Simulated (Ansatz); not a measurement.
Cartesian coordinates (Å):
SMILES: CC(C)=O
```xyz
10

C     -1.2890     0.1007     0.0729
C      0.0182    -0.3730    -0.5238
C      1.2803     0.0779     0.1783
O      0.0524    -1.0731    -1.5085
H     -2.1219    -0.2248    -0.5459
H     -1.2950     1.1897     0.1649
H     -1.4029    -0.3026     1.0829
H      1.2468    -0.1929     1.2366
H      1.3601     1.1676     0.1333
H      2.1511    -0.3714    -0.2932
```
Charge 0, multiplicity 1.

Method: frozen-core CCSD(T)/cc-pVTZ // B3LYP-D3(BJ)/def2-TZVP run with Ansatz (an electronic-structure program).

```
Property                       Result
----------------------  -------------
HF energy               -192.03406 Ha
MP2 correlation energy    -0.74062 Ha
```

### Question
Estimate the CCSD correlation energy, the (T) correction, the total energy and the T1 diagnostic.

### Answer

| Quantity | Value |
|---|---|
| CCSD correlation energy | -0.77075 Ha |
| (T) correction | -0.03165 Ha |
| CCSD(T) total energy | -192.83646 Ha |
| T1 diagnostic | 0.013 |
